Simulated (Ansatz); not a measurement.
## SiH3, doublet: the ladder up to full CI

Geometry: displaced at random from a stationary point.

```csv
atom,x (Å),y (Å),z (Å)
Si,0.0085,0.0030,-0.0449
H,1.2588,0.0260,0.4195
H,-0.8009,1.1990,0.4053
H,-0.6936,-1.3091,0.4270
```

Basis 6-31G; Ansatz 0.2.0. Only valence electrons are correlated (noble-gas cores frozen), which leaves 7 electrons in 14 orbitals. R marks a restricted (for open shells ROHF) determinant, U an unrestricted one. Active spaces: valence = (7e, 7o) chosen from the atoms' valence shells.

Full CI is exact within this basis and frozen core; it isn't the basis-set limit. The frozen core follows each run's orbitals, which can shift R against U totals by a few meV.

For open shells CISD and CISDTQ are restricted-active-space CI with the open shells as a complete middle space.

- UHF ⟨S²⟩: 0.755
- T1 diagnostic (RCCSD): 0.0132
- largest doubles amplitude (RCCSD): 0.044
- T1 diagnostic (UCCSD): 0.0083

```
   level  E − E(RHF) (eV)
     UHF          -0.0239
    RMP2          -1.3287
    UMP2          -1.3368
   RCCSD          -1.8697
   UCCSD          -1.8698
RCCSD(T)          -1.8891
UCCSD(T)          -1.8892
```

(1) Estimate how far full CI in 6-31G lies from RCCSD(T). The table doesn't fix it; the size of (T) and the diagnostics are the guide.

(1) Full CI in 6-31G lies 0.9 kJ/mol below RCCSD(T), which is 46 % of the (T) step (-1.9 kJ/mol). The diagnostics give no warning, yet the rest is a sizeable part of (T).

The other levels:

```tsv
level	E − E(full CI) (kJ/mol)	share of correlation (%)	wall time
CISD	7.8	95.73	0.18 s
BCCD(T)	0.9	99.53	0.21 s
RCCSDT	0.1	99.95	–
UCCSDT	0.1	99.96	–
CISDTQ	0.1	99.94	0.54 s
RCCSDT(Q)	0.0	99.99	0.51 s
UCCSDT(Q)	0.0	99.99	0.48 s
RCCSDTQ	0.0	100.00	4.1 s
UCCSDTQ	0.0	100.00	4.1 s
CASSCF (valence space)	52.3	71.43	–
NEVPT2 (valence space)	16.2	91.15	1.1 s
MRCISD (valence space)	1.5	99.16	–
MRCISD+Q (valence space)	0.8	99.54	1.4 s
```

The correlation energy at full CI, counted from RHF, is -1.898 eV. That run took 1.1 s on 1 thread of Intel Xeon Platinum 8488C, shared host over 364,364 determinants.

Times hold each run's SCF and search for its determinant on a shared host, so for small cases they say little of a method's own cost; they ran on 1 thread of Intel Xeon Platinum 8488C.

The full-CI state has the irrep A of C1, in the program's axes.

Natural occupations of full CI about the gap: 1.977 1.965 1.959 0.996 0.034 0.028 0.020 0.005 0.005 0.005; effectively unpaired electrons, Σ n²(2−n)², 1.02.
